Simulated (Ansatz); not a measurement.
# Worked example: the enthalpy of formation of C2H6O3S (dimethyl sulfite)

The species is C2H6O3S (12 atoms), meant as a singlet with charge 0. As SMILES, `COS(=O)OC`. Geometry: relaxed at PBE0-D4/def2-TZVP. This is one conformer, not always the lowest.

Total energies at r2SCAN/6-31G* (spherical functions) (Ansatz 0.2.0); the atoms run unrestricted:

| species | state | energy (Eh) |
| --- | --- | --- |
| C2H6O3S | singlet | -703.405397 |
| C | triplet | -37.819203 |
| O | triplet | -75.022390 |
| S | triplet | -398.054798 |
| H | doublet | -0.498227 |

Harmonic wavenumbers at HF/6-31G*, in cm⁻¹: 87, 105, 130, 181, 276, 285, 456, 485, 644, 807, 841, 1125, 1165, 1290, 1294, 1311, 1320, 1345, 1617, 1625, 1642, 1645, 1654, 1658, 3229, 3257, 3304, 3345, 3347, 3361.

Measured heats of formation of the gaseous atoms at 298.15 K, in kJ/mol: C 716.9, O 249.2, S 277.0, H 218.0. Spin-orbit lowering of the atoms at 298 K (mean of the ground term's levels less their thermal mean, from spectra), in kJ/mol: C 0.02, O 0.40, S 1.88. Take 1 Eh = 2625.50 kJ/mol, 1 cm⁻¹ = 0.0119627 kJ/mol, RT = 2.479 kJ/mol.

Task: What heat of formation follows?

Result: 
1. Electronic atomisation energy: 2 × (-37.819203) + 3 × (-75.022390) + (-398.054798) + 6 × (-0.498227) − (-703.405397) = 1.655661 Eh = 4346.9 kJ/mol.
2. Zero-point energy: half the sum of the wavenumbers, 21415.5 cm⁻¹ = 256.2 kJ/mol.
3. Thermal vibrational enthalpy, Σ hcν̃/(exp(hcν̃/kT) − 1): 11.9 kJ/mol. Translation, rotation and pV of a non-linear molecule: 4 RT = 9.9 kJ/mol.
4. The 12 free atoms carry 5/2 RT each: 74.4 kJ/mol.
5. Spin-orbit coupling lowers the free atoms by 2 × 0.02 + 3 × 0.40 + 1.88 = 3.1 kJ/mol.
6. Atomisation enthalpy at 298 K: 4346.9 − 3.1 − 256.2 − 11.9 − 9.9 + 74.4 = 4140.2 kJ/mol.
7. Sum of the atoms' heats of formation: 3766.4 kJ/mol. Heat of formation: 3766.4 − 4140.2 = -373.8 kJ/mol.

The tabulated value is -483.4 kJ/mol (CRC Handbook of Chemistry and Physics), so this level is off by +109.6 kJ/mol, or 2.6 % of the atomisation enthalpy that the table implies (4249.8 kJ/mol). Anharmonicity and any spin-orbit splitting of the molecule are left out.
